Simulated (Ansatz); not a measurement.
A made-up structure of C2H4S, closed shell:

```xyz
7
angstrom
C -0.5250 0.1338 -0.5083
C 0.6093 -0.0471 0.4223
S -0.8918 -0.9162 0.9089
H -0.4856 -0.3733 -1.4656
H -1.0282 1.0939 -0.5190
H 0.8893 0.7880 1.0541
H -1.5721 -1.9320 1.5048
```

It is relaxed with PBE-D4/def2-SVP and then PBE0-D4/def2-TZVP (Ansatz 0.2.0). Atoms count as bonded within 1.22 times the sum of their covalent radii (H–H: 0.88 Å). The end point is not checked to be a true minimum.

(1) Does its bonding change? (A judgement: the text doesn't fix the answer.)

Results:

(1) Computed: No: no bond forms or breaks.

Where it ends: The first stage lowers the energy by 2.32 eV in 14 steps. It ends as C₂H₄S ([CH]1[CH2][SH]1):
```tsv
atom	x (Å)	y (Å)	z (Å)
C1	-0.5087	0.0988	-0.4288
C2	0.5856	-0.1747	0.5129
S3	-1.1121	-0.5255	1.1758
H4	-0.7010	-0.6239	-1.2209
H5	-0.9217	1.0885	-0.6440
H6	0.8457	0.7370	1.0677
H7	-1.1918	-1.8530	0.9346
```

Labels in which every atom is bracketed show which atoms are joined, not bond orders.

For scale, one of the runs: PBE0-D4/def2-TZVP relaxation, 123 basis functions, launched by `ansatz run in.yaml --threads 2 --pin off --events-out ev --progress --plain --max-ram 4352MiB`. The run took about 13 s on 2 CPU threads of an AMD EPYC 9R14 (shared host).
